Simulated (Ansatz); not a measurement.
Relative stability

The two ends of one reaction step of CH8NSi, doublet (PBE0-D4/def2-TZVP).

A:

H1  (0.805, -0.501, -1.262)
C2  (0.938, 0.586, -1.363)
N3  (0.353, 1.385, -0.302)
Si4  (-1.331, -1.182, 1.347)
H5  (0.507, 0.887, -2.321)
H6  (2.010, 0.787, -1.418)
H7  (-0.647, 1.242, -0.238)
H8  (0.751, 1.153, 0.599)
H9  (-2.331, -2.179, 1.811)
H10  (-0.187, -1.845, 0.670)
H11  (-0.868, -0.332, 2.476)
(Å)

B:

H1  (-0.924, -1.971, -0.599)
C2  (0.642, 0.651, -1.093)
N3  (0.956, 1.661, -0.205)
Si4  (-0.922, -1.338, 0.743)
H5  (-0.145, 0.855, -1.807)
H6  (1.448, -0.008, -1.389)
H7  (0.175, 2.190, 0.150)
H8  (1.603, 1.414, 0.527)
H9  (-1.658, -2.241, 1.675)
H10  (0.457, -1.181, 1.269)
H11  (-1.632, -0.034, 0.730)
(Å)

Program: Ansatz 0.2.0. Basis: def2-TZVPP. Cores are frozen in the correlated methods; orbitals are unrestricted. B3LYP uses VWN-RPA correlation.

Problem. Which structure is lower at CCSD(T), and by how much? (Judge from chemistry; the value comes from the calculation.)

Solution. The calculation gives: A, by 3.22 kcal/mol (electronic energy, against the other). By their contacts, A is a complex of CH₅N ([CH3][NH2]) + SiH₃ and B is a complex of CH₄N ([CH2][NH2]) + SiH₄.

All methods give the same order:

```tsv
method	E(B) − E(A) (kcal/mol)
SPW92	2.30
PBE-D4	2.74
BLYP-D4	0.99
r2SCAN-D4	1.40
B97M-V	2.20
PBE0-D4	2.71
B3LYP-D4	1.02
r2SCAN0-D4	1.53
BHLYP-D4	0.57
CAM-B3LYP-D4	0.81
wB97X-V	0.56
wB97M-V	0.41
B2PLYP	1.96
PBE-QIDH	3.22
RPA on PBE	2.81
HF	1.15
MP2	4.99
CCSD	3.10
CCSD(T)	3.22
```

T1 diagnostic: at most 0.016. ⟨S²⟩ of the unrestricted Hartree–Fock references: 0.75 to 0.76 (a pure state has 0.75).

Labels in which every atom is bracketed show which atoms are joined, not bond orders.

For scale, one of the runs: CCSD(T)/def2-TZVPP, 216 basis functions, launched by `ansatz run in.yaml --threads 4 --pin off --events-out ev --progress --plain --max-ram 9574MiB`. Hardware: 4 CPU threads of an Arm Neoverse V1, shared host. Wall time 2.8 min; peak host memory 8.2 GiB.
